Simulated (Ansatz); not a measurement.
**CPN+ (doublet): wave-function methods side by side, def2-QZVPP**

An exercise on one series of results from a longer session: the logs are not shown, and one member is left open.

Program: Ansatz 0.2.0, Gaussian basis. Level of theory: def2-QZVPP, core rule «outside noble gas», up to 7 orbitals frozen. These are calculated values, not measurements.

The runs, in order: UHF; ROHF; CCSD(T) on UHF.

2 further runs of the same task are left out: 2 set aside as unsound or not needed.

## The system

The geometry is a PBE0/def2-TZVP stationary point (not a proven minimum) of the parent state, kept for this charge and spin.

3 atoms, charge 1, spin multiplicity 2.

Atoms are counted from 1 here; the program's logs count them from 0.

Bond lengths: C1–N2 1.196 Å, N2–P3 1.625 Å. Angles: C1–N2–P3 180.0°.

Set-up of the first run:

in.yaml

```yaml
crystal:
  periodic: [false, false, false]
  atoms:
    - {symbol: C, position_ang: [0.000000, 0.000000, -1.338900]}
    - {symbol: N, position_ang: [0.000000, 0.000000, -0.143300]}
    - {symbol: P, position_ang: [0.000000, 0.000000, 1.482200]}
basis:
  gaussian: {orbitals: "def2-QZVPP.json"}
total_charge: 1
magnetization: {spin_polarized: true, initial_magnetization: 1}
hamiltonian: {xc: hf}
output: {orbitals: {seedname: orbitals}}
```

Launch:

```bash
$ ansatz run in.yaml --threads 1 --pin off --events-out ev --progress --plain --max-ram 2393MiB
```

Steps of the session up to this table: UHF; ROHF; CCSD(T) on UHF.

One table of the session follows, with a row left open; its other results are not shown here.

It belongs to the step «Misses and costs». 

```
  method  from UCCSD(T) (meV)
    ROHF             +12906.5
     UHF             +12714.6
    UMP2              +1289.1
   UCCSD                    ?
UCCSD(T)                    0
```

Estimate the missing values for UCCSD.

**Answer.** from UCCSD(T) (meV): +709.0. In the column «from UCCSD(T) (meV)» it lies between UCCSD(T) (0) and UMP2 (+1289.1).
